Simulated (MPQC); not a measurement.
**MP2-R12/A'/3-21G (abs method ABS+, aux basis aug-cc-pVDZ, orthogonalisation canonical) run of PN (phosphorus nitride)**

Aim: a single-point energy of PN (phosphorus nitride). 

The results are computed with MPQC 2.3.1.

9 further runs of the same task are left out: 6 that didn't finish, 3 set aside as unsound or not needed.

### 1 The molecule

PN: 2 atoms, total charge 0, spin state singlet. As SMILES, `N#P`. The bond length is the measured one.

Bond lengths: N1–P2 1.491 Å.

### 2 The energy at MP2-R12/A'/3-21G (abs method ABS+, aux basis aug-cc-pVDZ, orthogonalisation canonical)

Input file run.in:

```
% emacs should use -*- KeyVal -*- mode
molecule<Molecule>: (
   symmetry = auto
   unit = bohr
   { atoms geometry } = {
      N  [ 0.00000000     0.00000000     0.00000000 ]
      P  [ 0.00000000     0.00000000     2.81732843 ]
   }
)
basis<GaussianBasisSet>: (
   name = "3-21G"
   molecule = $:molecule
   basisdir = "."
   puream = yes
)
mpqc: (
   checkpoint = no
   savestate = no
   restart = no
   do_energy = yes
   do_gradient = no
   optimize = no
   integrals<IntegralCints>: ()
   mole<MBPT2_R12>: (
      molecule = $:molecule
      basis = $:basis
      memory = 1000000000
      stdapprox = "A'"
      nfzc = 6
      abs_method = ABS+
      integrals<IntegralCints>: ()
      aux_basis<GaussianBasisSet>: (
         name = "aug-cc-pVDZ"
         molecule = $:molecule
      )
      reference<CLHF>: (
         molecule = $:molecule
         basis = $:basis
         total_charge = 0
         memory = 1000000000
         print_evals = yes
         maxiter = 60
         orthog_method = canonical
         extrap<DIIS>: (
            n = 8
            start = 1
         )
         guess_wavefunction<CLHF>: (
            molecule = $:molecule
            total_charge = 0
            memory = 1000000000
            value_accuracy = 1e-3
            basis<GaussianBasisSet>: (
               name = "DZ (Dunning)"
               molecule = $:molecule
            )
         )
      )
   )
)
```

The basis set 3-21G is read from a file made from the Basis Set Exchange's data (not shown).

The run is started by

```bash
$ mpqc run.in > run.out
```

What values should one expect? Wanted: total energy; HOMO energy; LUMO energy; HOMO–LUMO gap; correlation energy.

Computed results:

At MP2-R12/A'/3-21G (abs method ABS+, aux basis aug-cc-pVDZ, orthogonalisation canonical), 6 core orbitals frozen:

| quantity | value |
| --- | --- |
| total energy | -393.47188 Eh |
| HOMO energy (Hartree–Fock orbitals) | -12.18 eV |
| LUMO energy (Hartree–Fock orbitals) | 1.86 eV |
| HOMO–LUMO gap (Hartree–Fock orbitals) | 14.03 eV |
| correlation energy (6 core orbitals frozen) | -389.4 mEh |
